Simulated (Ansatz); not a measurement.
`CSC(C)(F)F` → `F[C]F` + `CSC` at 700 K and 1 bar (formal loss of a carbene).

Isolated molecules relaxed with PBE0-D4/def2-TZVP in Ansatz; ΔE leaves out vibrations. CCSD(T)/CBS is the MP2 limit (def2-TZVPP, def2-QZVPP) plus CCSD(T) − MP2 in def2-TZVPP, frozen cores. This one scheme is used for every species. One conformer a species, not always the lowest.

```csv
species,CCSD(T)/CBS energy (Eh),H − E (kJ/mol),S (J/(mol·K))
`CSC(C)(F)F`,-715.12861,317.1,480.0
`F[C]F`,-237.54028,47.1,278.6
`CSC`,-477.48821,254.3,365.4
```

H − E and S are ideal-gas, rigid-rotor, harmonic terms from PBE0-D4/def2-TZVP, for one conformer and one mirror image of each species. 1 Eh = 2625.50 kJ/mol, R = 8.31446 J/(mol·K).

Task: By hand: ΔE, ΔH, ΔS and ΔG.

Result: ΔE = (-237.54028) + (-477.48821) − (-715.12861) = 0.10012 Eh = 262.9 kJ/mol. Δ(H − E) = 47.1 + 254.3 − 317.1 = -15.7, so ΔH = 247.2 kJ/mol. ΔS = 278.6 + 365.4 − 480.0 = 164.0 J/(mol·K). ΔG = 247.2 − 700 × (164.0)/1000 = 132.4 kJ/mol.

Task: By hand: the equilibrium constant, and the temperature at which ΔG would vanish if ΔH and ΔS stayed fixed.

Result: log₁₀ K = −ΔG/(RT ln 10) = -9.9. ΔG = 0 at ΔH/ΔS = 1507 K.

The number of gas molecules changes by +1, which sets the sign of ΔS. A doubt of 5 kJ/mol in ΔE shifts log₁₀ K by 0.4 here. Other conformers and mirror images would add mixing entropy, several J/(mol·K) or more a flexible species. These are equilibria of isolated gas molecules and say nothing of rates. Largest T1 diagnostic: 0.017 (customary marks: 0.02 for closed shells, 0.045 for open ones).
